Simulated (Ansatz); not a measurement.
The first iterations of a band of ClH₃NSi (6 atoms, charge 0, multiplicity 2).

Computed with Ansatz, UKS PBE0/def2-mTZVP.

```json
{
 "movable images": "5",
 "climbing image": "yes",
 "spring": "5.0 eV/Å²",
 "optimiser": "quadratic models (default)",
 "start path": "through a guess of the saddle point",
 "force threshold": "0.03 eV/Å",
 "iteration limit": "60",
 "end points": "relaxed"
}
```

Image 0:

```xyz
6
Properties=species:S:1:pos:R:3
N -0.647 0.220 -0.626
Si 0.078 -0.347 0.809
Cl 1.717 -1.608 0.487
H -0.611 1.186 -0.914
H -1.068 -0.378 -1.320
H 0.574 0.864 1.519
```

Image 6:

```xyz
6
Properties=species:S:1:pos:R:3
N -0.500 0.391 -1.234
Si 0.041 0.134 0.394
Cl 1.010 -1.662 0.765
H -1.162 0.180 1.256
H -0.336 -0.335 -1.935
H 0.990 1.227 0.708
```

| iteration | highest image above the first end (eV) | largest band force component (eV/Å) |
| --- | --- | --- |
| 1 | 3.554 | 4.169 |
| 2 | 2.801 | 2.007 |
| 3 | 2.446 | 2.564 |
| 4 | 2.245 | 0.761 |
| 5 | 1.758 | 1.634 |

Task: Does the band converge within its limit, and where does its top end?

Result: The forces met the threshold. It ended after 16 iterations with the highest image 2.302 eV above the first end. Neighbouring images differ by up to 1.8 eV, so the band resolves the path poorly. A vibrational analysis at the climbing image gives one clearly imaginary mode, 1706i cm⁻¹: a first-order saddle point.

The run took 2.6 min on 2 threads of Arm Neoverse V1, on a shared host, peak memory 0.17 GiB.
